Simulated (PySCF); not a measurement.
# Ways to converge the SCF of BF

The same problem is solved with other solver options, one edit a run.

Computed with PySCF 2.14.0. Level: method and basis as typed in the scripts.

## Step 1: Where the work starts

BF: 2 atoms, charge 0, spin multiplicity 1.

Bond lengths: B1–F2 1.287 Å.

## Step 2: The run that the others are compared with

input.py

```python
from pyscf import gto, scf, cc

mol = gto.M(
    atom='B 0 0 0; F 0 0 1.287',
    basis='crenbl',
    ecp={'B': 'crenbl', 'F': 'crenbl'},
    charge=0,
    spin=0,
    verbose=4,
)
mf = scf.RHF(mol)
mf.kernel()
mycc = cc.CCSD(mf)
mycc.kernel()
mf.dip_moment()
print('orbital energies (hartree):', mf.mo_energy[..., max(0, mol.nelec[1]-3):mol.nelec[0]+3].round(4))
```

Run with:

```console
> OMP_NUM_THREADS=1 python input.py
```

Its log is not repeated here.

It gives: E(SCF) = -26.555522 Eh, 8 cycles, E(CCSD) − E(SCF) = -0.19918 Eh, μ = 0.27 D (of the SCF density).

The bond length is a typed value, not an optimised one.

## Step 3: Second-order solver on

Edit 1 changes second-order solver: off → on.

input.py

```python
from pyscf import gto, scf, cc

mol = gto.M(
    atom='B 0 0 0; F 0 0 1.287',
    basis='crenbl',
    ecp={'B': 'crenbl', 'F': 'crenbl'},
    charge=0,
    spin=0,
    verbose=4,
)
mf = scf.RHF(mol)
mf = mf.newton()
mf.kernel()
mycc = cc.CCSD(mf)
mycc.kernel()
mf.dip_moment()
print('orbital energies (hartree):', mf.mo_energy[..., max(0, mol.nelec[1]-3):mol.nelec[0]+3].round(4))
```

Run with:

```console
> OMP_NUM_THREADS=1 python input.py
```

## Step 4: Damping 0.2

Edit 2 changes damping: none → 0.2.

Changes to input.py since step 2:

```diff
@@ -11,2 +11,4 @@
 mf = scf.RHF(mol)
+mf.damp = 0.2
+mf.diis_start_cycle = 8
 mf.kernel()
```

## Step 5: DIIS space 4

Edit 3 changes DIIS space: default → 4.

Changes to input.py since step 2:

```diff
@@ -11,2 +11,3 @@
 mf = scf.RHF(mol)
+mf.diis_space = 4
 mf.kernel()
```

## Step 6: Convergence threshold 1e-16 hartree

Edit 4 changes convergence threshold: default → 1e-16 hartree.

Changes to input.py since step 2:

```diff
@@ -11,2 +11,3 @@
 mf = scf.RHF(mol)
+mf.conv_tol = 1e-16
 mf.kernel()
```

## Step 7: DIIS space off

Edit 5 changes DIIS space: default → off.

Changes to input.py since step 2:

```diff
@@ -11,2 +11,3 @@
 mf = scf.RHF(mol)
+mf.diis = False
 mf.kernel()
```

## Step 8: Level shift 1 hartree

Edit 6 changes level shift: none → 1 hartree.

Changes to input.py since step 2:

```diff
@@ -11,2 +11,3 @@
 mf = scf.RHF(mol)
+mf.level_shift = 1.0
 mf.kernel()
```

What does the calculation give? Wanted: for each run, E(SCF); from base; gap; SCF dipole; after the SCF.

The runs gave:

```csv
run,E(SCF) (hartree),from base (eV),cycles,gap (eV),SCF dipole (D),after the SCF
base,-26.555522,0,8,13.52,0.27,CCSD correlation -5.420 eV
second-order solver on,-26.555522,0.0000,3 macro,13.52,0.27,CCSD correlation -5.420 eV
damping 0.2,-26.555522,0.0000,12,13.52,0.27,CCSD correlation -5.420 eV
DIIS space 4,-26.555522,0.0000,8,13.52,0.27,CCSD correlation -5.420 eV
convergence threshold 1e-16 hartree,-26.555522,0.0000,20,13.52,0.27,CCSD correlation -5.420 eV
DIIS space off,-26.555522,0.0000,27,13.52,0.27,CCSD correlation -5.420 eV
level shift 1 hartree,-26.555522,0.0000,20,13.52,0.27,CCSD correlation -5.420 eV
```

Distance from each run's final energy (log10 hartree) by cycle:

```csv
run,cycle 1,cycle 2,cycle 3,cycle 5,cycle 8,cycle 12
base,-1.4,-2.0,-3.2,-6.0,< -11,done
second-order solver on,-4.4,< -11,< -11,done,done,done
damping 0.2,-1.4,-2.4,-3.2,-4.8,-6.8,< -11
DIIS space 4,-1.4,-2.0,-3.2,-6.0,-10.7,done
convergence threshold 1e-16 hartree,-1.4,-2.0,-3.2,-6.0,< -11,< -11
DIIS space off,-1.4,-2.0,-2.3,-2.9,-3.9,-5.2
level shift 1 hartree,-1.1,-1.8,-2.3,-3.1,-4.4,-6.1
```

What this shows: With second-order solver on or damping 0.2 or DIIS space 4 or convergence threshold 1e-16 hartree or DIIS space off or level shift 1 hartree the SCF ends at the base energy. The base needs 8 cycles and the run with DIIS space off needs 27.
